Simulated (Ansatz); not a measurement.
in.yaml

```yaml
crystal:
  periodic: [false, false, false]
  atoms:
    - {symbol: As, position_ang: [0.000071, -0.000017, -0.021177]}
    - {symbol: H, position_ang: [1.878505, 0.017985, 0.530959]}
    - {symbol: H, position_ang: [-0.957081, 1.620009, 0.520184]}
    - {symbol: H, position_ang: [-0.926681, -1.636710, 0.522941]}
basis:
  gaussian: {orbitals: 6-31G}
total_charge: 1
magnetization: {spin_polarized: false, initial_magnetization: 1}
correlation: {active_space: {window: {electrons: 3, orbitals: 3}, places: [1, 2]}}
```

```sh
$ ansatz run in.yaml --threads 1 --pin off --events-out ev --progress --plain --max-ram 2393MiB
```

Question: One thing in this input was set wrong on purpose, beside settings that are merely unusual. What is the gravest fault, and what does the program do?

Answer: Two definitions of the active space. How the run ends: refused.
```
Error: invalid value for `correlation.active_space`: name one of window, places and ras
```
